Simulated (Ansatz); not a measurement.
Results of PBEsol (Ansatz, a quantum-chemistry and plane-wave program, PAW) for solid chlorine.

Run with plane-wave cutoff 520 eV, 10×10×4 k mesh (along the axes of the cell as run), Fermi–Dirac smearing 0.01 eV, scalar-relativistic PAW data made under PBE.

Computed at the level's own relaxed cell.

```xyz
4
Lattice="1.9390 -3.4729 0.0000 1.9390 3.4729 0.0000 0.0000 0.0000 8.0056" Properties=species:S:1:pos:R:3 pbc="T T T"
Cl     3.3872     0.0000     7.1153
Cl     2.4300     0.0000     3.1125
Cl     1.4481     0.0000     4.8931
Cl     0.4909     0.0000     0.8903
```

Q: List the 16 lowest band energies at Γ above −25 eV (eV, relative to the valence band maximum), grouping those that round alike.

A: At Γ: -16.91, -16.45, -13.29, -12.06, -6.00, -4.30, -2.73 (×2), -2.50, -2.39, -1.21, -0.49, -0.48, 0.00, 2.02, 3.01.

Note: the cell comes from a level without a dispersion term, which matters for the spacing of layers, chains or molecules.
